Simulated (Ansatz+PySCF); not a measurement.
Two shapes of singlet NaH₂O(+).

Shape 1:

```xyz
4

Na    0.0000    0.0000   -1.0981
O     0.0000    0.0000    1.0893
H     0.0000    0.7637    1.6822
H     0.0000   -0.7637    1.6822
```

Shape 2:

```xyz
4

Na    0.0000    0.0000   -1.1859
O     0.0000    0.0000    1.1764
H     0.0000    0.8248    1.8168
H     0.0000   -0.8248    1.8168
```

Basis set: def2-SVP (spherical functions). Left uncorrelated: 2 orbitals. Charge 1, multiplicity 1.

Computed with Ansatz (development build ahead of 0.2.0); each method stands on the lowest determinant of its kind that the runs found.

Task: Which shape is lower in energy, and by how much in each method?

Result:

| method | E(2) − E(1) (eV) |
| --- | --- |
| RHF | 0.448 |
| UHF | 0.448 |
| RHF-MP2 | 0.300 |
| UHF-CCSD | 0.306 |
| RHF-CCSD(T) | 0.296 |

Shape 1 is lower.
